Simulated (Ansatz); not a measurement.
# How far each method lies from full CI for [OH···H···H], doublet

Geometry: a point of a hydrogen-transfer path between rigid fragments, not a stationary point.

```yaml
atoms:
  - { symbol: O, position_ang: [-0.1533, -0.0491, 0.0000] }
  - { symbol: H, position_ang: [-0.4027, 0.8775, 0.0000] }
  - { symbol: H, position_ang: [0.8062, -0.0491, 0.0000] }
  - { symbol: H, position_ang: [2.0307, -0.0491, 0.0000] }
```

Basis 6-31G; Ansatz 0.2.0. Correlated methods freeze the noble-gas cores, which leaves 9 electrons in 14 orbitals. Prefix R: restricted or restricted open-shell reference; prefix U: unrestricted. Active spaces: pair = (3e, 3o) about the gap; valence = (9e, 7o) chosen from the atoms' valence shells.

Full CI is exact within this basis and frozen core; it isn't the basis-set limit. The frozen core follows each run's orbitals, which can shift R against U totals by a few meV.

For open shells CISD and CISDTQ are restricted-active-space CI with the open shells as a complete middle space.

```
UHF ⟨S²⟩                          : 0.755
T1 diagnostic (RCCSD)             : 0.0158
largest doubles amplitude (RCCSD) : 0.053
T1 diagnostic (UCCSD)             : 0.0101
```

```tsv
level	E − E(RHF) (eV)
UHF	-0.0406
RMP2	-3.5515
UMP2	-3.5544
RCCSD	-3.7502
UCCSD	-3.7504
RCCSD(T)	-3.7804
UCCSD(T)	-3.7808
```

(1) Estimate how far full CI in 6-31G lies from RCCSD(T). The table doesn't fix it; the size of (T) and the diagnostics are the guide.

(1) Full CI in 6-31G lies 0.36 kcal/mol below RCCSD(T), which is 52 % of the (T) step (-0.70 kcal/mol). The diagnostics give no warning, yet the rest is a sizeable part of (T).

The other levels:

| level | E − E(full CI) (kcal/mol) | share of correlation (%) | wall time |
| --- | --- | --- | --- |
| CISD | 4.55 | 94.80 | 0.3 s |
| BCCD(T) | 0.36 | 99.59 | 0.36 s |
| RCCSDT | 0.28 | 99.68 | – |
| UCCSDT | 0.28 | 99.68 | – |
| CISDTQ | 0.12 | 99.87 | 1.3 s |
| RCCSDT(Q) | -0.01 | 100.01 | 2.2 s |
| UCCSDT(Q) | -0.01 | 100.01 | 2 s |
| RCCSDTQ | 0.01 | 99.99 | 17 s |
| UCCSDTQ | 0.01 | 99.99 | 17 s |
| CASSCF (pair space) | 73.62 | 15.90 | – |
| NEVPT2 (pair space) | 4.42 | 94.95 | 0.12 s |
| MRCISD (pair space) | 3.45 | 96.06 | – |
| MRCISD+Q (pair space) | 0.79 | 99.10 | 0.27 s |
| CASSCF (valence space) | 52.48 | 40.05 | – |
| NEVPT2 (valence space) | 7.03 | 91.97 | 0.48 s |
| MRCISD (valence space) | 1.88 | 97.85 | – |
| MRCISD+Q (valence space) | 0.61 | 99.31 | 0.9 s |
| MRCISD+Q(relaxed) (valence space) | 0.12 | 99.86 | 1.1 s |

The correlation energy at full CI, counted from RHF, is -3.796 eV. That run took 6.5 s on 1 thread of Arm Neoverse V1, shared host over 1,003,332 determinants.

Times hold each run's SCF and search for its determinant on a shared host, so for small cases they say little of a method's own cost; they ran on 1 thread of Arm Neoverse V1.

The full-CI state has the irrep A' of Cs, in the program's axes.

Natural occupations of full CI about the gap: 1.988 1.981 1.971 1.968 1.001 0.028 0.025 0.018 0.012 0.003; effectively unpaired electrons, Σ n²(2−n)², 1.02.
